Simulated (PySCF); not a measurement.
## Mayer bond orders and bond lengths

4-chloro-1,2-butadiene, C4H5Cl.
Numbering: `[CH2:1]=[C:2]=[CH:3][CH2:4][Cl:5]` (hydrogens: H6, H7 on C1; H8 on C3; H9, H10 on C4)

Structure used (GFN2-xTB), in Å, numbered top down from 1:
```xyz
10
C4H5Cl angstrom
C      2.106    0.209    0.037
C      0.874   -0.105    0.268
C     -0.365   -0.435    0.480
C     -1.483   -0.054   -0.429
Cl    -2.519    1.196    0.358
H      2.764   -0.439   -0.519
H      2.532    1.130    0.401
H     -0.640   -0.980    1.373
H     -2.140   -0.899   -0.634
H     -1.119    0.383   -1.357
```

Bond orders from the PBE0/pcSseg-1 density (PySCF). Geometry: GFN2-xTB, one conformer, isolated molecule.

Question: How far do the computed orders between heavy atoms stray from the drawn ones?

Answer: The largest departure is 0.134, at C2–C3 (drawn double, 1.866).

Question: Set the Mayer orders of the bonds between heavy atoms beside their lengths.

Answer: 
```tsv
bond	drawn as	length (Å)	Mayer order
C1–C2	double	1.292	2.086
C2–C3	double	1.300	1.866
C3–C4	single	1.490	1.057
C4–Cl5	single	1.804	0.968
```

By pair of heavy elements: C–C: lowest C3–C4 (1.057, 1.490 Å), highest C1–C2 (2.086, 1.292 Å).

Question: And the bonds to hydrogen?

Answer: C–H: 0.90 to 0.94 (5 bonds).

Question: Sum the orders of all bonds at each heavy atom with more than one neighbour and set the sums beside the valence in the SMILES.

Answer: C1 3.897 (drawn 4), C2 3.952 (drawn 4), C3 3.833 (drawn 4), C4 3.904 (drawn 4). Orders between atoms that aren't bonded are not in these sums.

For a closed shell the Mayer order of atoms A and B is Σ (PS)μν (PS)νμ over the basis functions μ on A and ν on B, with P the density and S the overlap matrix.

The run behind these numbers computed NMR shieldings as well. The run took 6.2 s of wall time on an Arm Neoverse V2 with one thread, no GPU, shared host with 96 logical CPUs at a one-minute load of 44, and the process peaked at 0.51 GiB of memory.
